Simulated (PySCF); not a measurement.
## NaS⁻ at RHF-SCS-MP2

Level: RHF-SCS-MP2. Na def2-SVPD, S def2-SVPD; no relativity (PySCF 2.14).

- state: ¹Σ⁺ (singlet), closed shell
- bond length: 2.489 Å
- harmonic wavenumber: 319 cm⁻¹
- force constant: 0.801 mdyn/Å
- rotational constant Be: 0.2034 cm⁻¹
- anharmonicity ωexe: 1.98 cm⁻¹
- vibration–rotation constant αe: 0.00172 cm⁻¹

Correlated steps freeze 6 core orbitals.
